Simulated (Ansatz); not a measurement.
# CHFLi+ (SMILES [Li][CH+]F): functionals against CCSD(T) at one geometry

An exercise on one series of results from a longer session: the logs are not shown, and one member is left open.

Computed with Ansatz 0.2.0, Gaussian basis. Level: single points in def2-TZVPP.

Correlated methods freeze the cores. The outer core shell of Li, Na, Mg and K is correlated.

1 further run of the same task is left out (it didn't finish).

**The starting structure**

SMILES `[Li][CH+]F`, 4 atoms, charge 1, spin multiplicity 1.

Atoms are counted from 1 here; the program's logs count them from 0.

Bond lengths: Li1–C2 2.196 Å, C2–F3 1.283 Å, C2–H4 1.197 Å. Angles: Li1–C2–F3 111.3°, Li1–C2–H4 141.7°, F3–C2–H4 106.2°.

As a file:

| atom | x (Å) | y (Å) | z (Å) |
| --- | --- | --- | --- |
| Li1 | 1.4875 | -0.1684 | 1.3006 |
| C2 | -0.1531 | -0.1204 | -0.1586 |
| F3 | -0.4997 | 1.0848 | -0.4295 |
| H4 | -0.9679 | -0.8261 | -0.6783 |

Set-up of the first run:

Input file run/in.yaml:

```yaml
crystal:
  periodic: [false, false, false]
  atoms:
    - {symbol: Li, position_ang: [1.487545, -0.168446, 1.300608]}
    - {symbol: C, position_ang: [-0.153060, -0.120383, -0.158578]}
    - {symbol: F, position_ang: [-0.499733, 1.084754, -0.429474]}
    - {symbol: H, position_ang: [-0.967912, -0.826066, -0.678317]}
basis:
  gaussian: {orbitals: def2-TZVPP}
total_charge: 1
hamiltonian: {xc: pbe, dispersion: d4}
output: {forces: true}
```

Launch:

```console
> ansatz run in.yaml --threads 2 --pin off --events-out ev --progress --plain --max-ram 3481MiB
```

Steps of the session up to this table: PBE-D4/def2-TZVPP; r2SCAN-D4/def2-TZVPP; PBE0-D4/def2-TZVPP; wB97M-V/def2-TZVPP; CCSD(T)/def2-TZVPP.

One of the session's tables, all rows but one given; the rest of the session is left out.

| method | RMS force component (eV/Å) | angle to CCSD(T) forces (°) |
| --- | --- | --- |
| PBE-D4 | 0.717 | 12.0 |
| r2SCAN-D4 | 0.787 | 2.1 |
| PBE0-D4 | ? | ? |
| wB97M-V | 0.854 | 7.3 |
| CCSD(T) | 0.853 | reference |

Estimate the missing values for PBE0-D4.

As computed: RMS force component (eV/Å): 0.823; angle to CCSD(T) forces (°): 14.5. In the column «RMS force component (eV/Å)» it lies between r2SCAN-D4 (0.787) and CCSD(T) (0.853).
